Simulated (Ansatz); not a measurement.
Two shapes of singlet H3O(+).

Shape 1:

```xyz
4

O     0.0307    0.0196    0.0403
H     0.8961    0.0111   -0.2122
H    -0.4661    0.8628   -0.2170
H    -0.4427   -0.8088   -0.2387
```

Shape 2:

```xyz
4

O     0.0000    0.0000    0.0685
H     0.8675    0.0000   -0.1827
H    -0.4337    0.7513   -0.1827
H    -0.4337   -0.7513   -0.1827
```

Basis set: def2-TZVP (spherical functions). Correlated methods keep 1 orbital frozen. Charge 1, multiplicity 1.

Computed with Ansatz (development build ahead of 0.2.0); each method stands on the lowest determinant of its kind that the runs found.

Problem. Which shape is lower in energy, and by how much in each method?

Solution.

| method | E(2) − E(1) (eV) |
| --- | --- |
| RHF | 0.132 |
| RHF-MP2 | 0.307 |

Shape 1 is lower.
